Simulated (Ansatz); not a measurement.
Stepwise reaction of `[SH][Mg][SH]` with hydrogen, as a gas-phase model of exchange steps in deposition or etching. ΔE in kJ/mol; ΔG adds harmonic PBE0-D4 terms to CCSD(T)/CBS, at 1 bar.

Gas-phase electronic energies from Ansatz, PBE0-D4/def2-TZVP geometries. CCSD(T)/CBS is the MP2 limit (def2-TZVPP, def2-QZVPP) plus CCSD(T) − MP2 in def2-TZVPP, frozen cores. This one scheme is used for every species. DFT in def2-TZVPP. B3LYP here is the variant with VWN-RPA as its local correlation; programs differ in this. For Mg outer-core shells are correlated without core-valence functions, which leaves a few kJ/mol of doubt a bond. One conformer a species, not always the lowest.

```tsv
step	reaction	PBE-D4	B3LYP-D4	ωB97M-V	CCSD(T)/CBS	ΔG(400 K)
1	`[SH][Mg][SH]` + H₂ → `[MgH][SH]` + H₂S	110.5	108.4	107.5	116.8	107.9
```

(1) Give the row of step 2, `[MgH][SH]` + H₂ → `[MgH2]` + H₂S. (Best estimate.)

(2) By hand: ΔE of the 2 steps together at CCSD(T)/CBS.

Results:

(1) Computed: 
```tsv
step	reaction	PBE-D4	B3LYP-D4	ωB97M-V	CCSD(T)/CBS	ΔG(400 K)
2	`[MgH][SH]` + H₂ → `[MgH2]` + H₂S	114.2	111.4	111.9	118.7	118.0
```

(2) (116.8) + (118.7) = 235.5 kJ/mol, or 117.8 kJ/mol a step.

In ΔE the steps differ by no more than 1.9 kJ/mol. All are uphill at CCSD(T)/CBS. ΔG lies between 107.9 and 118.0 kJ/mol a step. PBE-D4 differs from CCSD(T)/CBS by -6.3 to -4.5 kJ/mol a step. Isolated molecules leave out the surface, adducts and barriers. Largest T1 diagnostic: 0.009.
